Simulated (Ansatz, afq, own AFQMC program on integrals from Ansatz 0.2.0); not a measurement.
CH5B, triplet: AFQMC among the cluster methods

```yaml
atoms:
  - { symbol: B, position_ang: [-1.3381, 0.0000, 0.0000] }
  - { symbol: H, position_ang: [-1.9348, 1.0336, 0.0000] }
  - { symbol: H, position_ang: [-1.9348, -1.0336, 0.0000] }
  - { symbol: H, position_ang: [-0.0561, 0.0000, 0.0000] }
  - { symbol: C, position_ang: [1.2539, 0.0000, 0.0000] }
  - { symbol: H, position_ang: [1.6684, 0.0000, 0.9962] }
  - { symbol: H, position_ang: [1.6684, 0.0000, -0.9962] }
```

Basis cc-pVDZ. Noble-gas cores (and the filled d shells of Ga–Kr and In–Xe) are frozen. Integrals, coupled cluster, full CI and functionals: Ansatz 0.2.0; the random walks run on the same integrals in our own AFQMC program. The CISD trial takes its coefficients from CCSD amplitudes. Released means that phaseless walkers are propagated on without the constraint, phases kept. Uncertainties: one standard error, sampling alone.

Determinant: UHF, the one that the program's search chose, which needn't be the lowest solution. The geometry is a point of a scan.

No full CI on the walks' own integrals is used here; CCSDT(Q) serves as the reference and is uncertain by about the last step of the cluster series.

Cautions: lower spins were not checked.

The T1 diagnostic is 0.0117 and the weight of the determinant in the CISD state is 0.892. The ⟨S²⟩ of the determinant is 2.031. The size of the correlated space is 12 electrons in 51 orbitals.

(1) Estimate: order these by the size of their error in total energy against CCSDT(Q), smallest first.
A. MP2
B. CCSD(T)
C. AFQMC with the constraint released
D. CCSD

(1) C (0.2 ± 0.4 kJ/mol), B (3.1 kJ/mol), D (16.0 kJ/mol), A (130.9 kJ/mol).

Reference: CCSDT(Q), correlation energy -6.880 eV. The released energy is read at 2.40 1/Eh (meV from the phaseless value at times in 1/Eh: -5.1 ± 2.1 at 0.24, -2.1 ± 2.0 at 0.51, -0.2 ± 2.1 at 0.99, -3.0 ± 2.1 at 1.62, -2 ± 4 at 2.40).

A walk keeps the symmetry of its determinant, which the program's search chose and which needn't be the lowest solution, so a lower state of the same spin and another symmetry isn't excluded. Released energies are given only where the last usable release times agree within the noise; a slower fall can still hide under it.
